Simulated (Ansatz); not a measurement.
C4H5N, SMILES `C/C=C\C#N`: measurement beside calculation (Ansatz, PBE0-D4/def2-TZVP geometry).

```xyz
10

C     0.6998    0.5869    0.9250
C    -0.2841    0.7183   -0.1759
C    -0.7573   -0.2788   -0.9267
C    -0.3575   -1.6320   -0.7513
N    -0.0412   -2.7324   -0.6188
H     0.2720    0.9561    1.8622
H     1.0192   -0.4455    1.0685
H     1.5810    1.2030    0.7220
H    -0.6536    1.7173   -0.3906
H    -1.4783   -0.0928   -1.7144
```

Measured: 3.74 D (dipole moment of the molecule, earlier laboratory dipole measurement). Source: Discovery of five cyano derivatives of propene with the QUIJOTE line survey, 2022 (arxiv:2207.03903).

```json
{"functional (def2-TZVPP)": "PBE", "dipole (D)": "4.18", "error (D)": "0.44"}
{"functional (def2-TZVPP)": "r2SCAN", "dipole (D)": "4.32", "error (D)": "0.58"}
{"functional (def2-TZVPP)": "B3LYP", "dipole (D)": "4.29", "error (D)": "0.55"}
{"functional (def2-TZVPP)": "ωB97M-V", "dipole (D)": "4.28", "error (D)": "0.54"}
```

The measured dipole is a vibrational average; the computed one belongs to the fixed geometry.

Measured: 11854.3814 ± 0.0055 MHz (A, ground vibrational state, merged A/E internal-rotation fit, rotational spectroscopy, XIAM fit of laboratory and TMC-1 lines); 3524.63261 ± 0.00092 MHz (B, ground vibrational state, merged A/E internal-rotation fit, rotational spectroscopy, XIAM fit of laboratory and TMC-1 lines); 2759.72005 ± 0.00096 MHz (C, ground vibrational state, merged A/E internal-rotation fit, rotational spectroscopy, XIAM fit of laboratory and TMC-1 lines). Source: Discovery of five cyano derivatives of propene with the QUIJOTE line survey, 2022 (arxiv:2207.03903).

```tsv
constant	measured (MHz)	computed (MHz)	error (%)
A	11854	12142	2.4
B	3525	3517	-0.2
C	2760	2774	0.5
```

Computed constants are equilibrium values for the main isotopes; measured ground-state ones include zero-point motion, which usually lowers them by up to about 1 %.

B3LYP here is the variant with VWN-RPA as its local correlation; programs differ in this.
